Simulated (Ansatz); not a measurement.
**AlH2Cl (SMILES [H][Al]([H])[Cl]): the energy, rung by rung**

AlH2Cl: 4 atoms, total charge 0, spin state singlet. SMILES: `[H][Al]([H])[Cl]`. The shape comes from GFN2-xTB, which is rough for such elements, and wasn't checked as a minimum.

```xyz
4

Al    0.0498    0.0829   -0.0022
H     1.5870    0.1095    0.0133
H    -0.6511    1.4514   -0.0195
Cl   -0.9857   -1.6439    0.0084
```

Each level gives the energy change with the Al1–Cl4 bond stretched from 2.014 to 4.027 Å (eV). The values are calculated.

| level | kind | program | value (eV) | less FCI/STO-3G | CPU time (all runs) |
| --- | --- | --- | --- | --- | --- |
| BLYP/STO-3G (restricted) | GGA | Ansatz | 5.19 | -0.73 | 2.1 s |
| PBE/STO-3G (restricted) | GGA | Ansatz | 5.39 | -0.53 | 2 s |
| B3LYP/STO-3G (restricted) | global hybrid | Ansatz | 5.71 | -0.21 | 2.2 s |
| BHLYP/STO-3G (restricted) | global hybrid | Ansatz | 6.37 | +0.45 | 2.3 s |
| r2SCAN0/STO-3G (restricted) | hybrid meta-GGA | Ansatz | 6.14 | +0.22 | 5.7 s |
| MP2/STO-3G (restricted) | perturbation theory | Ansatz | 6.62 | +0.70 | 0.27 s |
| CCSD(T)/STO-3G (restricted) | coupled cluster or CI | Ansatz | 5.64 | -0.28 | 0.31 s |
| FCI/STO-3G | exact in the basis | Ansatz | 5.92 | 0.00 | 0.87 s |

FCI/STO-3G is exact within its basis and frozen core, so for wave-function methods in that basis the difference is their error; functionals converge differently with the basis, so for them it is only a difference. The first shape isn't each level's own minimum. The values span 5.19 to 6.62 eV. All rows use very small basis sets, so even the best lies far from the true value. CPU times are rough (shared hosts, several kinds of processor): they show what a rung costs within a factor of a few.
